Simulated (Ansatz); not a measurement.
# AlSiNH4 (SMILES [AlH2][N]=[SiH2]): functionals against CCSD(T) at one geometry

How do the functionals fare away from a minimum? The structure is a structure displaced at random from a GFN2-xTB minimum.

The runs use Ansatz 0.2.0, Gaussian basis; single points in def2-TZVPP.

Cores are frozen in the correlated methods.

## 1. The system as given

SMILES `[AlH2][N]=[SiH2]`, 7 atoms, charge 0, spin multiplicity 1.

Atoms are counted from 1 here; the program's logs count them from 0.

Bond lengths: Al1–N2 1.737 Å, Al1–H4 1.531 Å, Al1–H5 1.522 Å, N2–Si3 1.613 Å, Si3–H6 1.426 Å, Si3–H7 1.516 Å. Angles: N2–Al1–H4 125.1°, N2–Al1–H5 127.2°, H4–Al1–H5 107.5°, Al1–N2–Si3 177.5°, N2–Si3–H6 125.3°, N2–Si3–H7 125.1°, H6–Si3–H7 109.5°.

Geometry (Å):

```
Al   -1.38940    0.43700   -0.81680
N     0.05390   -0.01670    0.03730
Si    1.41150   -0.37000    0.83300
H    -1.78260   -0.06270   -2.20900
H    -2.54150    1.28210   -0.29210
H     1.75200    0.10330    2.13470
H     2.48550   -1.32140    0.34420
```

## 2. CCSD(T)/def2-TZVPP

The input, run/in.yaml:

```yaml
crystal:
  periodic: [false, false, false]
  atoms:
    - {symbol: Al, position_ang: [-1.389400, 0.437000, -0.816800]}
    - {symbol: N, position_ang: [0.053900, -0.016700, 0.037300]}
    - {symbol: Si, position_ang: [1.411500, -0.370000, 0.833000]}
    - {symbol: H, position_ang: [-1.782600, -0.062700, -2.209000]}
    - {symbol: H, position_ang: [-2.541500, 1.282100, -0.292100]}
    - {symbol: H, position_ang: [1.752000, 0.103300, 2.134700]}
    - {symbol: H, position_ang: [2.485500, -1.321400, 0.344200]}
basis:
  gaussian: {orbitals: def2-TZVPP}
correlation: {method: ccsd_t}
output: {forces: true}
```

No record of the launch command was kept for these runs.

## 3. PBE0-D4/def2-TZVPP

run/in.yaml, as its differences from that of step 2:

```diff
@@ -12,3 +12,3 @@
   gaussian: {orbitals: def2-TZVPP}
-correlation: {method: ccsd_t}
-output: {forces: true}
+hamiltonian: {xc: pbe0, dispersion: d4}
+output: {forces: true, orbitals: {seedname: orbitals}}
```

## 4. wB97M-V/def2-TZVPP

run/in.yaml, as its differences from that of step 3:

```diff
@@ -12,3 +12,3 @@
   gaussian: {orbitals: def2-TZVPP}
-hamiltonian: {xc: pbe0, dispersion: d4}
-output: {forces: true, orbitals: {seedname: orbitals}}
+hamiltonian: {xc: {name: wB97M-V}}
+output: {forces: true}
```

## 5. r2SCAN-D4/def2-TZVPP

run/in.yaml, as its differences from that of step 4:

```diff
@@ -12,3 +12,3 @@
   gaussian: {orbitals: def2-TZVPP}
-hamiltonian: {xc: {name: wB97M-V}}
+hamiltonian: {xc: r2scan, dispersion: d4}
 output: {forces: true}
```

## 6. PBE-D4/def2-TZVPP

run/in.yaml, as its differences from that of step 5:

```diff
@@ -12,3 +12,3 @@
   gaussian: {orbitals: def2-TZVPP}
-hamiltonian: {xc: r2scan, dispersion: d4}
+hamiltonian: {xc: pbe, dispersion: d4}
 output: {forces: true}
```

## 7. r2SCANh-D4/def2-TZVPP

run/in.yaml, as its differences from that of step 6:

```diff
@@ -12,3 +12,3 @@
   gaussian: {orbitals: def2-TZVPP}
-hamiltonian: {xc: pbe, dispersion: d4}
+hamiltonian: {xc: {name: r2SCANh}, dispersion: d4}
 output: {forces: true}
```

## 8. BLYP-D4/def2-TZVPP

run/in.yaml, as its differences from that of step 7:

```diff
@@ -12,3 +12,3 @@
   gaussian: {orbitals: def2-TZVPP}
-hamiltonian: {xc: {name: r2SCANh}, dispersion: d4}
+hamiltonian: {xc: {name: BLYP}, dispersion: d4}
 output: {forces: true}
```

(Steps that only read results are left out.)

Before running it: what results should come out? Wanted: energy less free atoms, CCSD(T)/def2-TZVPP; RMS force component; RMS force error; HOMO and LUMO, PBE0-D4; T1 diagnostic.

The runs gave:

| quantity | value |
| --- | --- |
| energy less free atoms, CCSD(T)/def2-TZVPP | -1920.4 kJ/mol |
| RMS force component | 0.776 to 0.923 eV/Å over the methods |
| RMS force error | PBE0-D4 0.161, wB97M-V 0.148, r2SCAN-D4 0.098, PBE-D4 0.116, r2SCANh-D4 0.137, BLYP-D4 0.088 eV/Å |
| HOMO and LUMO, PBE0-D4 | -6.83 and -2.38 eV |
| T1 diagnostic | 0.017 |

What this shows: Against CCSD(T) the functionals' energies less atoms differ by -72.9 to -20.1 kJ/mol, PBE-D4 by -55.1 kJ/mol. A larger basis would deepen the CCSD(T) value, while the functionals are nearly converged already, so the order here is not reliable. For forces BLYP-D4 does best and PBE0-D4 worst. Frozen-core CCSD(T) forces in triple zeta carry basis errors of their own, and this is one geometry, so small gaps rank nothing.
